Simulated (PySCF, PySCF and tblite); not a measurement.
A run on one conformer of C₅H₁₀, numbered as in [CH3:1]/[CH:2]=[CH:3]\[CH2:4][CH3:5], from an ensemble study. The sound level was PBE0/pcSseg-1 on PBE0-D3(BJ)/def2-SVP geometries.

Input:

```
{"job": {"xc": "PBE0", "basis": "pcSseg-1", "scf": {"max_cycle": 2}, "kind": "nmr", "pop": false}, "charge": 0, "multiplicity": 1}
C      2.099958    -0.483835    -0.279872
C      1.291150     0.764341    -0.419492
C      0.035132     0.973935    -0.004710
C     -0.878947     0.006514     0.682081
C     -2.091804    -0.361823    -0.169280
H      2.425244    -0.852511    -1.267086
H      1.552299    -1.296175     0.217139
H      3.020048    -0.294591     0.298257
H      1.798548     1.598742    -0.918982
H     -0.399544     1.961767    -0.204236
H     -0.334721    -0.906487     0.968822
H     -1.229787     0.459381     1.626656
H     -2.667720     0.533579    -0.452654
H     -1.782959    -0.861573    -1.100253
H     -2.771368    -1.038096     0.371711
```

Command: OMP_NUM_THREADS=1 python ens_run.py task.json out

Output:

```
final grid: 109760 points
cycle   1  E = -196.2214774308  dE =  2.628e-01  |g| = 3.683e-01  |ddm| = 3.197e+00
cycle   2  E = -196.2180905907  dE =  3.387e-03  |g| = 3.966e-01  |ddm| = 6.820e-01
SCF not converged, last energy = -196.2180905907
```

Q: What is wrong with this calculation?

A: The setting at fault: too few SCF cycles. The run did not converge.
